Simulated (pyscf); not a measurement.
Optimised with ωB97X-D3(BJ)/def2-SVP in PySCF.

SMILES: [SiH3]O[Si](O[SiH3])(O[SiH3])F
```xyz
17

F     -2.1290     1.9226    -1.5213
Si    -0.8362     1.1669    -0.9327
O      0.1224     0.7153    -2.1753
Si     1.6365     1.1830    -2.7125
O     -1.3287    -0.1477    -0.0985
Si    -1.1459    -1.7977    -0.3063
O     -0.0320     2.1898     0.0543
Si     0.2841     2.2172     1.6970
H      1.6328     2.6308    -3.0570
H      1.9557     0.3712    -3.9146
H      2.6462     0.9274    -1.6471
H      0.3039    -2.1407    -0.3338
H     -1.7829    -2.2272    -1.5808
H     -1.8012    -2.4695     0.8449
H      1.1358     3.4032     1.9694
H     -0.9887     2.3130     2.4622
H      1.0076     0.9746     2.0881
```

What is the homolytic dissociation enthalpy (298 K, ωB97M-D3(BJ)/def2-TZVP) of the F–Si bond of F–Si(O–SiH₃)(O–SiH₃)–O–SiH₃, to F• + H₃Si–O–Si•(O–SiH₃)–O–SiH₃?

F–Si to F• + H₃Si–O–Si•(O–SiH₃)–O–SiH₃: 164.8 kcal/mol. The 7 functionals that were run give +158.7 (PBE0-D3(BJ)) to +164.8 kcal/mol (ωB97M-D3(BJ)/def2-TZVP). Other isomers of H₃Si–O–Si•(O–SiH₃)–O–SiH₃ were not searched in full and may lie lower. Left out: the spin-orbit lowering of F.
